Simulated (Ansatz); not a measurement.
**CH₃SSi+: an energy map over angle C2–Si1–H5 and angle H4–Si1–H5**

How does the energy of CH3SSi, SMILES [SiH3][C+]=S, charge +1 change over two coordinates at once? A grid of runs gives the map.

The runs use Ansatz 0.2.0; RKS PBE0-D4/def2-TZVP.

## Step 1: Where the work starts

6 atoms, charge 1, spin multiplicity 1.

Atoms are counted from 1 here; the program's logs count them from 0.

Bond lengths: Si1–C2 1.914 Å, Si1–H4 1.496 Å, Si1–H5 1.497 Å, Si1–H6 1.497 Å, C2–S3 1.513 Å. Angles: C2–Si1–H4 102.5°, C2–Si1–H5 102.2°, C2–Si1–H6 102.1°, H4–Si1–H5 115.6°, H4–Si1–H6 115.6°, H5–Si1–H6 115.6°, Si1–C2–S3 179.5°.

Geometry (Å):

```xyz
6
CH3SSi
Si   -0.4093    0.5072   -0.3315
C     0.6572   -0.8260    0.5332
S     1.5092   -1.8701    1.2221
H    -1.5710   -0.2877   -0.8391
H     0.5246    1.0291   -1.3780
H    -0.7105    1.4476    0.7932
```

This geometry comes from a loose relaxation at PBE in a small basis, which is not shown.

## Step 2: The minimum at this level

Contents of input.yaml:

```yaml
crystal:
  periodic: [false, false, false]
  atoms:
    - { symbol: Si, position_ang: [-0.409296, 0.507171, -0.331454] }
    - { symbol: C, position_ang: [0.657158, -0.826031, 0.533188] }
    - { symbol: S, position_ang: [1.509152, -1.870114, 1.22213] }
    - { symbol: H, position_ang: [-1.571041, -0.287725, -0.839073] }
    - { symbol: H, position_ang: [0.524585, 1.029136, -1.377992] }
    - { symbol: H, position_ang: [-0.710549, 1.447562, 0.7932] }
total_charge: 1
basis:
  gaussian: { orbitals: def2-TZVP }
hamiltonian:
  xc: pbe0
  dispersion: d4
output:
  forces: true
relax:
  f_tol: 0.003
  max_steps: 120
```

Started as:

```console
$ ansatz run input.yaml --threads 1 --pin off --max-ram 2560MiB --backend cpu --events-out ev --progress --plain --runs-dir out
```

Output, cut to the lines that bear on the results:

```text
Warning: RAYON_NUM_THREADS=1 ignored (pool sized by the plan → 1); use --threads N
[...]
Functional definition: PBE0
[...]
851 factors; their error is unknown
[...]
mean field -19781.96489851 eV, -726.9738013227 hartree, gradient 3.5e-5 eV, S^2 0.000000; 0 other end points of the search recorded, 0 dependent functions left out
[...]
reference -19781.96492875 eV, -726.9738024342 hartree; 19, 19 occupied and 104, 104 virtual orbitals, 851 factors
relax step   1: F+E_penalty+E_count = -19782.04731831 eV  Δ(F+E_penalty+E_count) = +0.000e0 eV  max|allowed force component| = 1.226e0 eV/Å  Δτ_max = 0.0000 Å  (25 SCF iters, accepted)
[...]
relax step   4: F+E_penalty+E_count = -19782.08440418 eV  Δ(F+E_penalty+E_count) = -4.257e-5 eV  max|allowed force component| = 6.580e-3 eV/Å  Δτ_max = 0.0019 Å  (19 SCF iters, accepted)
[...]
relax step   5: F+E_penalty+E_count = -19782.08442105 eV  Δ(F+E_penalty+E_count) = -1.687e-5 eV  max|allowed force component| = 1.624e-3 eV/Å  Δτ_max = 0.0029 Å  (29 SCF iters, accepted)
851 factors; their error is unknown
mean field -19782.00151379 eV, -726.9751469095 hartree, gradient 2.0e-5 eV, S^2 0.000000; 1 other end points of the search recorded, 0 dependent functions left out
[...]
reference -19782.00154387 eV, -726.9751480151 hartree; 19, 19 occupied and 104, 104 virtual orbitals, 851 factors
Total energy: -19782.08445114 eV, -726.9781948009 hartree
Atom 0 at    -0.408908     0.509341    -0.331369 Å, force    -0.000072     0.001624    -0.000193 eV/Å
Atom 1 at     0.657349    -0.819394     0.532746 Å, force     0.000425    -0.001117     0.000395 eV/Å
Atom 2 at     1.487105    -1.852785     1.205143 Å, force    -0.000126    -0.000058    -0.000083 eV/Å
Atom 3 at    -1.548177    -0.288548    -0.825886 Å, force     0.000182    -0.000530     0.000182 eV/Å
Atom 4 at     0.516804     1.018482    -1.362385 Å, force    -0.000154    -0.000006    -0.000153 eV/Å
Atom 5 at    -0.704165     1.432902     0.781749 Å, force    -0.000255     0.000086    -0.000148 eV/Å
Dipole moment:     0.047400    -0.059144     0.038421 e Å
```

It took 9.9 s on 1 thread of Intel Xeon 6975P-C (Granite Rapids), shared host; peak memory 0.21 GiB.

Relaxation path:

| step | energy from step 1 (eV) | largest force component (eV/Å) |
| --- | --- | --- |
| 1 | 0.0000 | 1.2260 |
| 2 | -0.0318 | 0.5343 |
| 3 | -0.0370 | 0.0409 |
| 4 | -0.0371 | 0.0066 |
| 5 | -0.0371 | 0.0016 |

Close pairs (by a distance rule), those that changed most:

| bond | before (Å) | after (Å) | change (Å) |
| --- | --- | --- | --- |
| C2–S3 | 1.513 | 1.486 | -0.027 |
| Si1–H6 | 1.497 | 1.476 | -0.020 |
| Si1–H5 | 1.497 | 1.476 | -0.020 |
| Si1–H4 | 1.496 | 1.476 | -0.020 |
| Si1–C2 | 1.914 | 1.910 | -0.003 |

## Step 3: Plan of the scan

- angle C2–Si1–H5: 15 values from 76.9 to 126.9 °
- angle H4–Si1–H5: 15 values from 90.9 to 140.9 °

Nothing else is relaxed (all other coordinates rigid). Energies count from the relaxed molecule at the same level.

Of the runs on the grid, 3 are shown in the steps below; the others differ only in the two coordinates.

## Step 4: Point angle C2–Si1–H5 = 116.2°, angle H4–Si1–H5 = 105.2°

Contents of input.yaml:

```yaml
crystal:
  periodic: [false, false, false]
  atoms:
    - { symbol: Si, position_ang: [-0.408908, 0.509341, -0.331369] }
    - { symbol: C, position_ang: [0.2659, -0.875516, 0.798207] }
    - { symbol: S, position_ang: [0.791143, -1.952597, 1.677142] }
    - { symbol: H, position_ang: [-1.440233, -0.241605, -1.074036] }
    - { symbol: H, position_ang: [0.516804, 1.018482, -1.362385] }
    - { symbol: H, position_ang: [-0.704165, 1.432902, 0.781749] }
total_charge: 1
basis:
  gaussian: { orbitals: def2-TZVP }
hamiltonian:
  xc: pbe0
  dispersion: d4
output:
  forces: true
```

Started as:

```console
$ ansatz run input.yaml --threads 1 --pin off --max-ram 2560MiB --backend cpu --events-out ev --progress --plain --runs-dir out
```

Output, cut to the lines that bear on the results:

```text
Warning: RAYON_NUM_THREADS=1 ignored (pool sized by the plan → 1); use --threads N
[...]
Functional definition: PBE0
[...]
851 factors; their error is unknown
[...]
mean field -19781.83650874 eV, -726.9690830858 hartree, gradient 8.1e-6 eV, S^2 0.000000; 0 other end points of the search recorded, 0 dependent functions left out
[...]
reference -19781.83653881 eV, -726.9690841909 hartree; 19, 19 occupied and 104, 104 virtual orbitals, 851 factors
Total energy: -19781.91930527 eV, -726.9721258023 hartree
Atom 0 at    -0.408908     0.509341    -0.331369 Å, force    -0.219732     0.016696    -0.170668 eV/Å
Atom 1 at     0.265900    -0.875516     0.798207 Å, force     0.487738    -0.056102    -0.440962 eV/Å
Atom 2 at     0.791143    -1.952597     1.677142 Å, force    -0.090866     0.003808     0.084809 eV/Å
Atom 3 at    -1.440233    -0.241605    -1.074036 Å, force    -0.351076     0.037075     0.338521 eV/Å
Atom 4 at     0.516804     1.018482    -1.362385 Å, force     0.474084    -0.125180     0.333167 eV/Å
Atom 5 at    -0.704165     1.432902     0.781749 Å, force    -0.300148     0.123703    -0.144867 eV/Å
Dipole moment:     0.052152    -0.065382     0.061216 e Å
```

It took 1.7 s on 1 thread of Intel Xeon 6975P-C (Granite Rapids), shared host; peak memory 0.21 GiB.

That is 0.165 eV from the zero.

## Step 5: The run at angle C2–Si1–H5 = 101.9°, angle H4–Si1–H5 = 115.9°

Contents of input.yaml:

```yaml
crystal:
  periodic: [false, false, false]
  atoms:
    - { symbol: Si, position_ang: [-0.408908, 0.509341, -0.331369] }
    - { symbol: C, position_ang: [0.656771, -0.819551, 0.533218] }
    - { symbol: S, position_ang: [1.486077, -1.853064, 1.205982] }
    - { symbol: H, position_ang: [-1.548379, -0.288623, -0.825297] }
    - { symbol: H, position_ang: [0.516804, 1.018482, -1.362385] }
    - { symbol: H, position_ang: [-0.704165, 1.432902, 0.781749] }
total_charge: 1
basis:
  gaussian: { orbitals: def2-TZVP }
hamiltonian:
  xc: pbe0
  dispersion: d4
output:
  forces: true
```

Started as:

```console
$ ansatz run input.yaml --threads 1 --pin off --max-ram 2560MiB --backend cpu --events-out ev --progress --plain --runs-dir out
```

Output, cut to the lines that bear on the results:

```text
Warning: RAYON_NUM_THREADS=1 ignored (pool sized by the plan → 1); use --threads N
[...]
Functional definition: PBE0
[...]
851 factors; their error is unknown
[...]
mean field -19782.00151298 eV, -726.9751468796 hartree, gradient 1.4e-5 eV, S^2 0.000000; 0 other end points of the search recorded, 0 dependent functions left out
[...]
reference -19782.00154306 eV, -726.9751479852 hartree; 19, 19 occupied and 104, 104 virtual orbitals, 851 factors
Total energy: -19782.08445074 eV, -726.9781947863 hartree
Atom 0 at    -0.408908     0.509341    -0.331369 Å, force    -0.001239     0.001295     0.001618 eV/Å
Atom 1 at     0.656771    -0.819551     0.533218 Å, force     0.001568    -0.000702    -0.000247 eV/Å
Atom 2 at     1.486077    -1.853064     1.205982 Å, force    -0.000318    -0.000182     0.000085 eV/Å
Atom 3 at    -1.548379    -0.288623    -0.825297 Å, force     0.000313    -0.000176    -0.001007 eV/Å
Atom 4 at     0.516804     1.018482    -1.362385 Å, force    -0.000264    -0.000777    -0.000214 eV/Å
Atom 5 at    -0.704165     1.432902     0.781749 Å, force    -0.000060     0.000542    -0.000235 eV/Å
Dipole moment:     0.047465    -0.059105     0.038285 e Å
```

It took 1.9 s on 1 thread of Intel Xeon 6975P-C (Granite Rapids), shared host; peak memory 0.21 GiB.

On the map this point reads 0.000 eV.

## Step 6: Grid point angle C2–Si1–H5 = 94.7°, angle H4–Si1–H5 = 133.7°

Contents of input.yaml:

```yaml
crystal:
  periodic: [false, false, false]
  atoms:
    - { symbol: Si, position_ang: [-0.408908, 0.509341, -0.331369] }
    - { symbol: C, position_ang: [0.829951, -0.759781, 0.378346] }
    - { symbol: S, position_ang: [1.79397, -1.746782, 0.930617] }
    - { symbol: H, position_ang: [-1.639271, -0.304995, -0.377971] }
    - { symbol: H, position_ang: [0.516804, 1.018482, -1.362385] }
    - { symbol: H, position_ang: [-0.704165, 1.432902, 0.781749] }
total_charge: 1
basis:
  gaussian: { orbitals: def2-TZVP }
hamiltonian:
  xc: pbe0
  dispersion: d4
output:
  forces: true
```

Started as:

```console
$ ansatz run input.yaml --threads 1 --pin off --max-ram 2560MiB --backend cpu --events-out ev --progress --plain --runs-dir out
```

Output, cut to the lines that bear on the results:

```text
Warning: RAYON_NUM_THREADS=1 ignored (pool sized by the plan → 1); use --threads N
[...]
Functional definition: PBE0
[...]
851 factors; their error is unknown
[...]
mean field -19781.79613773 eV, -726.9675994787 hartree, gradient 7.0e-5 eV, S^2 0.000000; 0 other end points of the search recorded, 0 dependent functions left out
[...]
reference -19781.79616767 eV, -726.9676005787 hartree; 19, 19 occupied and 104, 104 virtual orbitals, 851 factors
Total energy: -19781.87937128 eV, -726.9706582551 hartree
Atom 0 at    -0.408908     0.509341    -0.331369 Å, force     0.027433     0.024547     0.786925 eV/Å
Atom 1 at     0.829951    -0.759781     0.378346 Å, force    -0.147212     0.018579     0.321488 eV/Å
Atom 2 at     1.793970    -1.746782     0.930617 Å, force     0.058266    -0.038938    -0.033504 eV/Å
Atom 3 at    -1.639271    -0.304995    -0.377971 Å, force     0.099867    -0.189867    -0.764774 eV/Å
Atom 4 at     0.516804     1.018482    -1.362385 Å, force    -0.450225     0.007524    -0.384892 eV/Å
Atom 5 at    -0.704165     1.432902     0.781749 Å, force     0.411872     0.178155     0.074757 eV/Å
Dipole moment:     0.041368    -0.045450    -0.031177 e Å
```

Wall time 2 s (1 thread of Intel Xeon 6975P-C (Granite Rapids), shared host); peak memory 0.21 GiB.

That is 0.205 eV from the zero.

## Step 7: Energy over the grid

225 points were computed. Energies in eV, from the relaxed molecule at the same level:

```tsv
angle H4–Si1–H5 (°) ↓, angle C2–Si1–H5 (°) →	76.9	80.4	84.0	87.6	91.2	94.7	98.3	101.9	105.4	109.0	112.6	116.2	119.7	123.3	126.9
140.9	0.736	0.627	0.535	0.463	0.411	0.379	0.365	0.370	0.392	0.432	0.491	0.568	0.661	0.775	0.908
137.3	0.643	0.535	0.443	0.371	0.318	0.285	0.269	0.271	0.290	0.327	0.382	0.455	0.542	0.650	0.777
133.7	0.565	0.457	0.365	0.293	0.239	0.205	0.188	0.188	0.204	0.238	0.289	0.357	0.440	0.542	0.663
130.2	0.502	0.395	0.303	0.231	0.177	0.142	0.123	0.121	0.135	0.167	0.214	0.278	0.357	0.454	0.568
126.6	0.452	0.345	0.254	0.182	0.128	0.092	0.072	0.068	0.080	0.108	0.153	0.213	0.287	0.379	0.488
123.0	0.415	0.310	0.220	0.147	0.093	0.056	0.035	0.030	0.040	0.066	0.107	0.164	0.234	0.322	0.425
119.4	0.393	0.289	0.199	0.128	0.073	0.036	0.014	0.007	0.016	0.040	0.078	0.132	0.198	0.282	0.380
115.9	0.385	0.282	0.193	0.122	0.068	0.030	0.007	0.000	0.007	0.029	0.065	0.116	0.179	0.259	0.353
112.3	0.390	0.289	0.201	0.131	0.077	0.039	0.016	0.008	0.013	0.034	0.068	0.116	0.177	0.253	0.343
108.7	0.409	0.310	0.224	0.154	0.100	0.063	0.040	0.031	0.035	0.054	0.087	0.133	0.191	0.264	0.350
105.2	0.441	0.344	0.259	0.191	0.138	0.101	0.077	0.068	0.072	0.090	0.121	0.165	0.221	0.291	0.375
101.6	0.487	0.392	0.310	0.242	0.190	0.154	0.131	0.121	0.125	0.142	0.172	0.215	0.269	0.337	0.418
98.0	0.548	0.455	0.374	0.309	0.258	0.222	0.199	0.190	0.194	0.210	0.239	0.281	0.334	0.400	0.479
94.4	0.621	0.531	0.453	0.389	0.340	0.305	0.283	0.275	0.278	0.295	0.324	0.365	0.416	0.481	0.559
90.9	0.705	0.618	0.543	0.481	0.434	0.400	0.379	0.371	0.376	0.392	0.421	0.462	0.513	0.577	0.653
```

On the same grid, largest force on an atom (eV/Å):

| angle H4–Si1–H5 (°) ↓, angle C2–Si1–H5 (°) → | 76.9 | 80.4 | 84.0 | 87.6 | 91.2 | 94.7 | 98.3 | 101.9 | 105.4 | 109.0 | 112.6 | 116.2 | 119.7 | 123.3 | 126.9 |
| --- | --- | --- | --- | --- | --- | --- | --- | --- | --- | --- | --- | --- | --- | --- | --- |
| 140.9 | 1.57 | 1.29 | 1.14 | 1.12 | 1.12 | 1.16 | 1.26 | 1.37 | 1.49 | 1.62 | 1.76 | 1.89 | 2.03 | 2.16 | 2.30 |
| 137.3 | 1.56 | 1.29 | 1.04 | 0.97 | 0.96 | 0.98 | 1.08 | 1.19 | 1.31 | 1.44 | 1.58 | 1.72 | 1.85 | 1.99 | 2.13 |
| 133.7 | 1.56 | 1.29 | 1.03 | 0.82 | 0.80 | 0.79 | 0.88 | 1.00 | 1.12 | 1.25 | 1.39 | 1.53 | 1.67 | 1.82 | 1.96 |
| 130.2 | 1.56 | 1.29 | 1.04 | 0.79 | 0.64 | 0.64 | 0.69 | 0.81 | 0.93 | 1.06 | 1.20 | 1.35 | 1.49 | 1.64 | 1.79 |
| 126.6 | 1.55 | 1.29 | 1.04 | 0.80 | 0.57 | 0.48 | 0.49 | 0.60 | 0.73 | 0.86 | 1.01 | 1.16 | 1.30 | 1.46 | 1.61 |
| 123.0 | 1.55 | 1.29 | 1.04 | 0.80 | 0.58 | 0.37 | 0.32 | 0.40 | 0.53 | 0.67 | 0.81 | 0.97 | 1.12 | 1.27 | 1.43 |
| 119.4 | 1.55 | 1.29 | 1.04 | 0.81 | 0.59 | 0.38 | 0.18 | 0.20 | 0.33 | 0.47 | 0.62 | 0.78 | 0.96 | 1.15 | 1.35 |
| 115.9 | 1.54 | 1.29 | 1.05 | 0.82 | 0.60 | 0.39 | 0.19 | 0.00 | 0.18 | 0.37 | 0.55 | 0.74 | 0.91 | 1.10 | 1.29 |
| 112.3 | 1.54 | 1.29 | 1.05 | 0.82 | 0.61 | 0.44 | 0.32 | 0.19 | 0.17 | 0.35 | 0.52 | 0.70 | 0.87 | 1.05 | 1.23 |
| 108.7 | 1.54 | 1.29 | 1.05 | 0.83 | 0.73 | 0.63 | 0.51 | 0.38 | 0.33 | 0.35 | 0.50 | 0.68 | 0.84 | 1.02 | 1.19 |
| 105.2 | 1.54 | 1.29 | 1.08 | 1.00 | 0.90 | 0.80 | 0.68 | 0.56 | 0.49 | 0.49 | 0.52 | 0.66 | 0.82 | 0.99 | 1.16 |
| 101.6 | 1.54 | 1.30 | 1.24 | 1.16 | 1.06 | 0.96 | 0.85 | 0.73 | 0.66 | 0.66 | 0.66 | 0.69 | 0.81 | 0.97 | 1.14 |
| 98.0 | 1.54 | 1.44 | 1.38 | 1.30 | 1.21 | 1.11 | 1.00 | 0.88 | 0.83 | 0.83 | 0.83 | 0.83 | 0.87 | 0.97 | 1.13 |
| 94.4 | 1.61 | 1.57 | 1.51 | 1.44 | 1.35 | 1.25 | 1.14 | 1.02 | 1.00 | 1.01 | 1.01 | 1.01 | 1.01 | 1.05 | 1.13 |
| 90.9 | 1.72 | 1.68 | 1.62 | 1.54 | 1.46 | 1.36 | 1.25 | 1.16 | 1.17 | 1.18 | 1.18 | 1.19 | 1.19 | 1.19 | 1.24 |

## Step 8: Summary of results

| quantity | value |
| --- | --- |
| lowest point | angle C2–Si1–H5 = 101.9°, angle H4–Si1–H5 = 115.9°, 0.000 eV |
| highest computed point | angle C2–Si1–H5 = 126.9°, angle H4–Si1–H5 = 140.9°, 0.908 eV above the lowest |
| largest force on an atom (eV/Å) | 0.00 at angle C2–Si1–H5 = 101.9°, angle H4–Si1–H5 = 115.9° to 2.30 at angle C2–Si1–H5 = 126.9°, angle H4–Si1–H5 = 140.9°; 0.00 at the lowest point |
| time for the whole task | 6.9 min on 1 thread, shared host |

What this shows: The lowest computed point is at angle C2–Si1–H5 = 101.9°, angle H4–Si1–H5 = 115.9°, which is the relaxed molecule at the same level itself. No other kind of well shows on this grid. The highest computed point, angle C2–Si1–H5 = 126.9°, angle H4–Si1–H5 = 140.9°, lies 0.908 eV above the lowest. Round the minimum the two coordinates are nearly uncoupled.
